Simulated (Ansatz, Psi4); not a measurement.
Species: hydrogen sulfide, H$_{2}$S, net charge 0, singlet state. SMILES: S
Structure (B3LYP-D3(BJ)/def2-TZVP (Ansatz, a first-principles code) minimum search):
```xyz
3

S      0.0018     0.0003     0.1031
H     -0.0075     0.9678    -0.8277
H     -0.0219    -0.9726    -0.8218
```

HF/STO-3G beside other levels, property by property. Set-up: 6-31G* and kin with 6d, 5d where marked; non-relativistic; valence correlation only; open shells spin-unrestricted; atomisation electronic, to ground-state atoms; dispersion terms only where a functional's name holds one; spin-orbit terms left out. CBS(X,Y): correlation extrapolated as X^-3; Hartree-Fock from the larger set (for Q and 5 zeta extrapolated as (X+1)exp(-9√X)). Ab initio and DFT rows: single points at B3LYP-D3(BJ) geometries (Ansatz), with unscaled harmonic terms from B3LYP/6-31G* at its own minima, enthalpies of formation by atomisation with measured atoms. Anions need diffuse functions, which STO-3G, LANL2DZ, def2-SVP, cc-pVDZ and Pople sets without + lack.

Measured values: Active Thermochemical Tables 1.112 (ions: stationary electron), as tabulated in the package chemicals; G2/97 table in ASE (Curtiss et al.); G2/97 table in ASE (Curtiss et al.); they hold spin-orbit and core effects, anharmonicity. Coupled cluster (Ansatz) is a level with limits of its own, used here on species with T1 under 0.025 (0.045 for open shells) and stable references: (a) CCSD(T)/CBS(aug-cc-pV(T+d)Z,aug-cc-pV(Q+d)Z); (b) CCSD(T)/CBS(cc-pV(T+d)Z,cc-pV(Q+d)Z); (c) CCSD(T)/CBS(cc-pV(Q+d)Z,cc-pV(5+d)Z).

```tsv
property	HF/STO-3G (Ansatz)	PBE/6-31G* (Ansatz)	wB97X-D/6-31G* (Psi4)	wB97M-V/def2-TZVPD (Ansatz)	to compare with
H-S bond dissociation enthalpy at 298 K, to [SH] (HS) + H atom (kcal/mol)	79.9	87.1	87.6	91.2	91.2 measured
deprotonation enthalpy (H-S bond) at 298 K, to [SH-] + H+ (kcal/mol)	500.9	358.1	358.2	347.9	350.8 coupled cluster (a)
atomisation energy (kcal/mol)	155.6	176.4	176.7	184.4	183.6 coupled cluster (c)
proton affinity at S (heteroatom site), enthalpy at 298 K, to [SH3+] (kcal/mol)	217.0	167.9	168.3	166.2	168.4 coupled cluster (b)
enthalpy of formation at 298 K (kcal/mol)	22.1	1.4	1.1	-6.7	-4.9 measured
```

As the rows show:
- H-S bond dissociation enthalpy at 298 K, to [SH] (HS) + H atom: HF/STO-3G lies 11.3 kcal/mol below the measured value.
- deprotonation enthalpy (H-S bond) at 298 K, to [SH-] + H+: HF/STO-3G lies 150.1 kcal/mol above coupled cluster.
- atomisation energy: HF/STO-3G lies 28.0 kcal/mol below coupled cluster.
- proton affinity at S (heteroatom site), enthalpy at 298 K, to [SH3+]: HF/STO-3G lies 48.6 kcal/mol above coupled cluster.
- enthalpy of formation at 298 K: HF/STO-3G lies 27.0 kcal/mol above the measured value.

The properties are those with a value to compare with, at most eight drawn at random. No case is left out for the size of its miss. Left out are saddle points of the reference geometry, anions that the best level run finds unbound, excited spin states, species near biochemistry, cases with under five habitual levels, runs that failed or whose electronic state is in doubt, and table entries that another table contradicts.
